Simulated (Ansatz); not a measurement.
Si₃H₁₀, singlet: at a first-order saddle point.

in.yaml

```yaml
crystal:
  periodic: [false, false, false]
  atoms:
    - {symbol: Si, position_ang: [-0.382514, -1.032381, 0.353210]}
    - {symbol: Si, position_ang: [0.386402, 1.265610, 1.319833]}
    - {symbol: H, position_ang: [-0.462802, -2.466263, 0.776776]}
    - {symbol: H, position_ang: [-1.613990, -0.475736, 1.071157]}
    - {symbol: Si, position_ang: [-0.362365, -0.310396, -1.861202]}
    - {symbol: H, position_ang: [1.059886, -0.381499, 0.716249]}
    - {symbol: H, position_ang: [1.293823, -1.316951, 0.105209]}
    - {symbol: H, position_ang: [1.704838, 1.948519, 1.166590]}
    - {symbol: H, position_ang: [0.036905, 1.168180, 2.760182]}
    - {symbol: H, position_ang: [-0.660807, 2.035964, 0.598823]}
    - {symbol: H, position_ang: [0.876036, 0.496775, -2.032538]}
    - {symbol: H, position_ang: [-1.548762, 0.530253, -2.174403]}
    - {symbol: H, position_ang: [-0.326650, -1.462074, -2.800084]}
basis:
  gaussian: {orbitals: STO-3G}
hamiltonian: {xc: hf}
```

Launched with

```bash
ansatz run in.yaml --threads 4 --pin off --events-out ev --progress --plain --max-ram 9574MiB
```

Output of Ansatz 0.2.0:

```
Functional definition: HF
  name "HF"
  cite "Fock, Z. Phys. 61, 126 (1930) doi:10.1007/BF01340294"
  parent pbe
  exchange = exact_x
  correlation = 0
425 factors; integrals over basis functions are off by at most 4.0e-5 eV
mean field evaluation 1: about -23464.0105 eV, gradient 1.4e1 eV
mean field evaluation 2: about -23464.0880 eV, gradient 1.4e1 eV
mean field evaluation 4: about -23464.9908 eV, gradient 6.5e-1 eV
mean field evaluation 8: about -23464.9931 eV, gradient 1.0e-5 eV
mean field -23464.99307886 eV, -862.3225905044 hartree, gradient 2.2e-5 eV, S^2 0.000000; 0 other end points of the search recorded, 0 dependent functions left out
reference -23464.99307886 eV, -862.3225905044 hartree; 26, 26 occupied and 11, 11 virtual orbitals, 425 factors
Total energy: -23464.99307886 eV, -862.3225905044 hartree
```

The lines “mean field evaluation” count trial sets of orbitals through the whole run, from several starts and some on an approximate energy, so they need not fall steadily or lie above the final value.

Hardware: 4 CPU threads of an Arm Neoverse V1, shared host. Wall time about 0.1 s.
